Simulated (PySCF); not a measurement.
Work out the structure from these simulated measurements.

Formula: C5H10S.

- 1H NMR: chemical shifts (computed TMS as zero) by class: 2.97 (1 H), 1.97 (2 H), 1.95 (1 H), 1.94 (2 H), 1.93 (2 H), 1.79 (2 H) ppm [GIAO PBE0/pcSseg-1]
- Dipole: 1.97 D [PBE0/pcSseg-1]
- 13C NMR: chemical shifts (computed TMS as zero) by class: 48.1 (1 C), 40.4 (2 C), 23.0 (2 C) ppm [GIAO PBE0/pcSseg-1]
- NMR, other nuclei: isotropic shieldings of nuclei other than C and H, by class: 545 (1 S) ppm [GIAO PBE0/pcSseg-1]
- Rotational structure: rotational constants A, B, C: 4.639, 2.231, 2.010 GHz [GFN2-xTB]

The electronic properties come from PySCF, for the isolated species, density fitting. Levels stand in brackets. One conformer (not necessarily the lowest) at the GFN2-xTB geometry, without solvent, vibrations or thermal averaging. NMR values are class means; diastereotopic atoms form classes of their own.

Q: What is the compound? Reason from the data.

A: Numbering: `[SH:1][CH:2]1[CH2:3][CH2:4][CH2:5][CH2:6]1`. Its formula, C5H10S, gives 1 degree of unsaturation: 1 ring and 0 π bonds in the structure found. 5 carbons fall into 3 classes; from least to most shielded: ring sp3 carbon bound to sulfur [C2] (48.1 ppm), ring CH2 carbon [C3/C6] (40.4 ppm, 2 C), ring CH2 carbon [C4/C5] (23.0 ppm, 2 C). Hydrogen classes from least to most shielded: 1 H on an sp3 carbon bound to sulfur, C2 (2.97 ppm), 2 H on 2 ring CH2 carbons, C3/C6 (1.97 ppm), 1 H on a thiol sulfur, S1 (1.95 ppm), 2 H on 2 ring CH2 carbons, C4/C5 (1.94 ppm), 2 H on 2 ring CH2 carbons, C3/C6 (1.93 ppm), 2 H on 2 ring CH2 carbons, C4/C5 (1.79 ppm). The other shieldings belong to: 545 ppm, thiol sulfur [S1]. The optimised geometry has point group Cs and is an asymmetric top. Structure: `SC1CCCC1`. The assignments are read from this structure; whether some other isomer fits the data as well wasn't checked.
